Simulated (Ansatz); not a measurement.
# LiC− (triplet): wave-function methods side by side at distance C1–Li2 = 3.652 Å, 6-31++G**

How much of the correlation energy of LiC− (triplet) does each wave-function method recover here?

Program: Ansatz 0.2.0, Gaussian basis. Level of theory: 6-31++G**, core rule «outside noble gas», up to 2 orbitals frozen. These are calculated values, not measurements.

Plan: UHF; CCSD(T) on ROHF; CCSD(T) on UHF; BCCD(T) on ROHF; CISD; CCSDT(Q) on ROHF; CCSDT(Q) on UHF; CASSCF and MRCISD+Q, 4 electrons in 4 orbitals; CASSCF and NEVPT2, 4 electrons in 4 orbitals; Full CI.

48 further runs of the same task are left out: 34 for a known fault of the program, 12 that didn't finish, 2 set aside as unsound or not needed.

### 1 The geometry

The geometry derives from a PBE0/def2-TZVPD stationary point (not a proven minimum). One bond is set to the value named and the two fragments are kept rigid.

2 atoms, charge -1, spin multiplicity 3.

Atoms are counted from 1 here; the program's logs count them from 0.

No contacts short enough for the rule that draws bonds.

### 2 UHF

Input file in.yaml:

```yaml
crystal:
  periodic: [false, false, false]
  atoms:
    - {symbol: C, position_ang: [0.000000, 0.000000, 0.000000]}
    - {symbol: Li, position_ang: [0.000000, 0.000000, 3.652000]}
basis:
  gaussian: {orbitals: "6-31++G**"}
total_charge: -1
magnetization: {spin_polarized: true, initial_magnetization: 2}
hamiltonian: {xc: hf}
output: {orbitals: {seedname: orbitals}}
```

Launch:

```bash
ansatz run in.yaml --threads 1 --pin off --events-out ev --progress --plain --max-ram 2393MiB
```

The runs that follow: CCSD(T) on ROHF; CCSD(T) on UHF; BCCD(T) on ROHF; CISD; CCSDT(Q) on ROHF; CCSDT(Q) on UHF; CASSCF and MRCISD+Q, 4 electrons in 4 orbitals; CASSCF and NEVPT2, 4 electrons in 4 orbitals; Full CI.

Q: Predict the results of all the runs planned. Wanted: FCI below the RHF energy; RMP2 from FCI; UMP2 from FCI; RCCSD from FCI; RCCSD(T) from FCI; UCCSD(T) from FCI; RCCSDT(Q) from FCI; UCCSDT(Q) from FCI; NEVPT2 pair from FCI.

The runs gave:

```
                         quantity                                                value
         FCI below the RHF energy                                           -3.8195 eV
                    RMP2 from FCI                                        +155.7 kJ/mol
                    UMP2 from FCI                                         +55.5 kJ/mol
                   RCCSD from FCI                                         +17.5 kJ/mol
                RCCSD(T) from FCI                                          +6.5 kJ/mol
                UCCSD(T) from FCI                                          +4.5 kJ/mol
               RCCSDT(Q) from FCI                                          -0.4 kJ/mol
               UCCSDT(Q) from FCI                                          +0.1 kJ/mol
             NEVPT2 pair from FCI                                         +62.2 kJ/mol
           MRCISD+Q pair from FCI                                          +3.3 kJ/mol
levels within 1 kcal/mol (43 meV)  RCCSDT, UCCSDT, RCCSDT(Q), UCCSDT(Q), MRCISD+Q pair
                    T1 diagnostic                                                0.375
   effectively unpaired electrons                                                 3.61
```

RCCSD(T) lands +6.5 kJ/mol from the yardstick (1.8 % of the correlation energy). CCSD(T) misses by +6.5 kJ/mol on the restricted determinant and by +4.5 kJ/mol on the unrestricted one; the two need not hold the same state or core. RCCSDT(Q) falls below full CI, which methods that aren't variational can do. The occupations show strong static correlation (3.6 unpaired electrons where one determinant has 2). Coupled cluster on one determinant still stays close here. Of the multireference levels listed MRCISD+Q pair comes nearest in total energy (+3.3 kJ/mol), which doesn't show that its space is the better one. These misses are within one basis, not against nature; the frozen cores of restricted and unrestricted runs differ, which can shift their rows.
